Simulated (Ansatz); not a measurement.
A calculation with Ansatz (development build ahead of 0.2.0).

```yaml
crystal:
  periodic: [false, false, false]
  atoms:
    - { symbol: C, position_ang: [0.04322, -0.0472, -0.6826] }
    - { symbol: O, position_ang: [0.0315, -0.0475, 0.67845] }
    - { symbol: H, position_ang: [-0.04635, 0.85259, 0.99703] }
    - { symbol: H, position_ang: [0.04442, -1.04392, -1.12964] }
    - { symbol: H, position_ang: [-0.40598, 0.79485, -1.21164] }
basis:
  gaussian: { orbitals: STO-3G }
magnetization:
  spin_polarized: true
  initial_magnetization: 1
hamiltonian:
  xc: hf
correlation:
  method: mp2
  frozen_orbitals: { C: 1, H: 0, O: 1 }
```

The input is written out in the form of the current development build from the run's settings.

Output:

* Converged: yes
* Reference energy: -112.91288 hartree
* Correlation energy: -0.07452 hartree
* Total energy: -112.98740 hartree
* Spin squared of the determinant: 0.760
